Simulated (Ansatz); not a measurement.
**C₆H₆: a ladder of functionals and wavefunction methods**

One table from this session's results is given with a row withheld; the runs are named, their logs left out.

Computed with Ansatz 0.2.0, Gaussian basis. Level: functionals in def2-TZVPP, the program's frozen cores in correlated methods.

The runs, in order: LDA (SPW92), PBE-D4, revPBE-D4, BLYP-D4, r2SCAN-D4, B97M-V, PBE0-D4, B3LYP-D4, r2SCANh-D4, r2SCAN0-D4, HSE06-D4, BHLYP-D4, CAM-B3LYP-D4, LC-ωPBE, ωB97X-V, ωB97M-V, B2PLYP, PBE-QIDH; CCSD(T)/def2-SVP; CCSD(T)/def2-TZVPP; MP2/def2-QZVPP; extrapolation to the limit; RPA on PBE.

## The relaxed structure

An earlier PBE0-D4 in a triple-zeta def2 set relaxation fixed the geometry.

SMILES `CC#CC#CC`, 12 atoms, charge 0, spin multiplicity 1.

Atoms are counted from 1 here; the program's logs count them from 0.

Bond lengths: C1–C2 1.446 Å, C1–H7 1.093 Å, C1–H8 1.093 Å, C1–H9 1.093 Å, C2–C3 1.208 Å, C3–C4 1.363 Å, C4–C5 1.208 Å, C5–C6 1.446 Å, C6–H10 1.093 Å, C6–H11 1.093 Å, C6–H12 1.093 Å. Angles: C2–C1–H7 111.0°, C2–C1–H8 111.0°, C2–C1–H9 111.0°, H7–C1–H8 107.9°, H7–C1–H9 107.9°, H8–C1–H9 107.9°, C1–C2–C3 180.0°, C2–C3–C4 180.0°, C3–C4–C5 180.0°, C4–C5–C6 180.0°, C5–C6–H10 111.0°, C5–C6–H11 111.0°, C5–C6–H12 111.0°, H10–C6–H11 107.9°, H10–C6–H12 107.9°, H11–C6–H12 107.9°.

The first run:

Input file in.yaml:

```yaml
crystal:
  periodic: [false, false, false]
  atoms:
    - {symbol: C, position_ang: [-0.771029, -1.792637, 2.705159]}
    - {symbol: C, position_ang: [-0.436697, -1.014708, 1.533158]}
    - {symbol: C, position_ang: [-0.157368, -0.364987, 0.553759]}
    - {symbol: C, position_ang: [0.157673, 0.367341, -0.552110]}
    - {symbol: C, position_ang: [0.436883, 1.016061, -1.532206]}
    - {symbol: C, position_ang: [0.770960, 1.792118, -2.705521]}
    - {symbol: H, position_ang: [0.072203, -2.415877, 3.014876]}
    - {symbol: H, position_ang: [-1.621559, -2.450882, 2.508421]}
    - {symbol: H, position_ang: [-1.035262, -1.143030, 3.543955]}
    - {symbol: H, position_ang: [1.851387, 1.941443, -2.781480]}
    - {symbol: H, position_ang: [0.296767, 2.776693, -2.671714]}
    - {symbol: H, position_ang: [0.436041, 1.288436, -3.616305]}
basis:
  gaussian: {orbitals: def2-TZVPP}
hamiltonian: {xc: lda}
output: {orbitals: {seedname: orbitals}}
```

Launch:

```bash
$ ansatz run in.yaml --threads 4 --pin off --events-out ev --progress --plain --max-ram 10444MiB
```

Steps of the session up to this table: LDA; PBE-D4 (GGA); revPBE-D4 (GGA); BLYP-D4 (GGA); r2SCAN-D4 (meta-GGA); B97M-V (meta-GGA); B3LYP-D4 (hybrid); r2SCANh-D4 (hybrid); r2SCAN0-D4 (hybrid); HSE06-D4 (hybrid); BHLYP-D4 (hybrid); CAM-B3LYP-D4 (range-separated); LC-ωPBE (range-separated); ωB97X-V (range-separated); ωB97M-V (range-separated); B2PLYP (double hybrid); PBE-QIDH (double hybrid).

One table of the session follows, with a row left open; its other results are not shown here.

It belongs to the step «Orbital energies across the functionals». 

| functional | HOMO (eV) | gap (eV) |
| --- | --- | --- |
| LDA (SPW92) | -5.78 | 4.61 |
| PBE-D4 | -5.62 | 4.65 |
| revPBE-D4 | -5.56 | 4.67 |
| BLYP-D4 | -5.46 | 4.64 |
| r2SCAN-D4 | -5.78 | 5.03 |
| B97M-V | -5.77 | 5.13 |
| PBE0-D4 | -6.70 | 6.64 |
| B3LYP-D4 | -6.49 | 6.23 |
| r2SCANh-D4 | -6.19 | 5.76 |
| r2SCAN0-D4 | -6.82 | 6.87 |
| HSE06-D4 | -6.31 | 5.88 |
| BHLYP-D4 | -7.65 | 8.65 |
| CAM-B3LYP-D4 | -7.94 | 8.99 |
| LC-ωPBE | ? | ? |
| ωB97X-V | -8.89 | 10.96 |
| ωB97M-V | -8.78 | 10.76 |

**Question.** Estimate the row for LC-ωPBE.

As computed: HOMO (eV): -9.27; gap (eV): 11.41. In the column «HOMO (eV)» it is the lowest.
